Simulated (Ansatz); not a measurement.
## SCl2O2: a line through the functionals

SCl2O2: 5 atoms, total charge 0, spin state singlet. SMILES: `O=S(=O)(Cl)Cl`. The coordinates come from a PBE0-D4/def2-TZVP relaxation.

The vertical ionisation energy (to the doublet cation) y, in eV, basis cc-pVDZ; a is the functional's share of exact exchange. Programs: Ansatz 0.2.0.

| functional | program | a | y (eV) |
| --- | --- | --- | --- |
| r2SCAN | Ansatz | 0 | 11.71 |
| revPBE | Ansatz | 0 | 11.27 |
| B3LYP | Ansatz | 0.2 | 11.83 |
| r2SCAN0 | Ansatz | 0.25 | ? |
| PBE0 | Ansatz | 0.25 | 11.99 |
| BHLYP | Ansatz | 0.5 | 12.32 |

Fit y = c + s·a to the known rows and predict r2SCAN0.


1. Means of the 5 rows: a = 0.1900, y = 11.824.
2. Σ(Δa)² = 0.172, Σ(Δa·Δy) = 0.2907, so the slope is 0.2907/0.172 = 1.6901.
3. Intercept: 11.824 − (1.6901) × 0.1900 = 11.503. The largest residual of the fit is 0.23.
4. r2SCAN0: 11.503 + (1.6901) × 0.25 = 11.93 eV.

The run gave 12.21 eV, so the prediction is off by -0.28 eV, about the scatter of the fit. The rows mix families of semi-local functionals, which the line can't see.
